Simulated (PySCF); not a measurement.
Structure with atom numbers: `[CH3:1]/[CH:2]=[N:3]\[CH3:4]`. Each H is labelled by its parent atom.

Computed data (PySCF 2.14.0 with density-fitted response routines): PBE0/pcSseg-1 with gauge-including orbitals, geometry: GFN2-xTB. Non-relativistic, fast rotation and ring inversion assumed for equivalent nuclei, single conformer, gas phase.

Referencing at the same level of theory: 13C (σ = 186.93 ppm), 1H (σ = 31.72 ppm) vs TMS; 15N (σ = 267.73 ppm) vs NH3.

```
atoms  nucleus  count  δ (ppm)
   C4      13C      1     40.4
   C1      13C      1     15.1
   N3      15N      1    381.0
   C2      13C      1    162.4
H(C1)       1H      3        ?
H(C2)       1H      1     7.81
H(C4)       1H      3        ?
```

Question: Estimate the values marked ?.

Answer: 
- H(C4): 3.62 ppm, hydrogen on a methyl carbon bonded to N; its carbon carries N, hence the downfield position
- H(C1): 1.80 ppm, hydrogen on a methyl carbon

Shifts are as computed. Against solution values, carbons near 30 ppm lie about +3 ppm off and those near 130 ppm about +5 ppm. Of 1211 compounds with measured shifts, 218 miss one by over three times the rms of a fit or turn the order of signals round; such compounds aren't used in these exercises. Experimental scales use liquid or dissolved standards, which lie at an offset from isolated NH3 (liquid NH3: subtract about 20 ppm). Unscaled 15N shifts of sp2 nitrogen come out 20 to 40 ppm too high even then.
